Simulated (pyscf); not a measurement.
Thermochemistry of product channels of F–GeH₂• + H₂O on the doublet surface, in kcal/mol, from ωB97M-D3(BJ)/def2-TZVP energies (ideal gas, 1 atm, RRHO with modes under 100 cm⁻¹ raised to 100, one conformer, R ln 2 for rigid chiral ones). PySCF, gas phase, ωB97X-D3(BJ)/def2-SVP geometries.

| products | ΔE | ΔH(298 K) | ΔG(298 K) | ΔG(900 K) |
|---|---|---|---|---|
| HO–GeH₂• + HF | +7.5 | +7.2 | +7.3 | +7.1 |
| HO–GeH₂–F + H• | +13.8 | +10.2 | +13.2 | +17.6 |
| HO–GeH•–F + H₂ | -7.3 | -10.0 | -8.6 | -7.1 |

These are energies of the channels, which say nothing of barriers. Elements up to Kr have no core potential and no relativistic terms here.
